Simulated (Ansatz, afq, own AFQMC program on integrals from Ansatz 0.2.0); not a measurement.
AFQMC on a folder of integrals that Ansatz 0.2.0 wrote.

```yaml
crystal:
  periodic: [false, false, false]
  atoms:
    - {symbol: C, position_ang: [0.000000, 0.000000, 0.000000]}
    - {symbol: H, position_ang: [0.364650, 0.749992, 0.747980]}
    - {symbol: H, position_ang: [-0.374199, -0.745045, 0.748208]}
    - {symbol: H, position_ang: [-0.362222, 0.746225, -0.752912]}
    - {symbol: H, position_ang: [0.371770, -0.751172, -0.743276]}
basis:
  gaussian: {orbitals: 6-31G}
total_charge: 1
magnetization: {spin_polarized: true, initial_magnetization: 1}
correlation: {method: ccsd_t, electrons: outside_noble_gas, hamiltonian_folder: ham}
```

```sh
$ ansatz run in.yaml --threads 1 --pin off --events-out ev --progress --plain --max-ram 16896MiB --backend cuda --devices 0, --max-vram 18GiB
```

afq runs on the folder ham with

```
--method phaseless --trial mp1 --walkers 20 --populations 1 --least-time 40 --time-step 0.01 --steps-per-block 50 --equilibration-blocks 20 --max-blocks 12 --target-error 0.00064 --factor-cut 1e-05 --start determinant --seed 390 --taylor-order 8
```

Times are imaginary, in 1/Eh. The walk had a cap of 60 s.

```
orbitals 16  electrons 4 3  factors 105 of 255
reference energy -39.73592834 Eh
CCSD correlation -0.10162195 Eh in 9 cycles, weight of the determinant in the CISD state 0.9505
energy of the start -39.817922 Eh
 block  time / (1/Eh)  mean weight  energy / Eh
     1     0.500  1.0017  -39.830913
     2     1.000  1.0043  -39.831545
     3     1.500  0.9976  -39.847721
     4     2.000  1.0046  -39.837204
     5     2.500  0.9978  -39.829223
     8     4.000  0.9999  -39.843799
    11     5.500  1.0053  -39.834926
    14     7.000  1.0045  -39.835171
    17     8.500  0.9995  -39.843796
    20    10.000  1.0003  -39.839375
    23    11.500  1.0003  -39.858067
    26    13.000  0.9999  -39.840574
    29    14.500  0.9992  -39.924366
    32    16.000  1.0008  -39.838831
no energy: too few blocks
(rows thinned)
```

The run failed at least one of its tests; the cautions name the faults.

A setting was made bad on purpose (too few blocks), but the run ended before it gave an energy.

Cautions: so few walkers bias the energy; the time-step error isn't removed.

A walk keeps the symmetry of its determinant, which the program's search chose and which needn't be the lowest solution, so a lower state of the same spin and another symmetry isn't excluded.
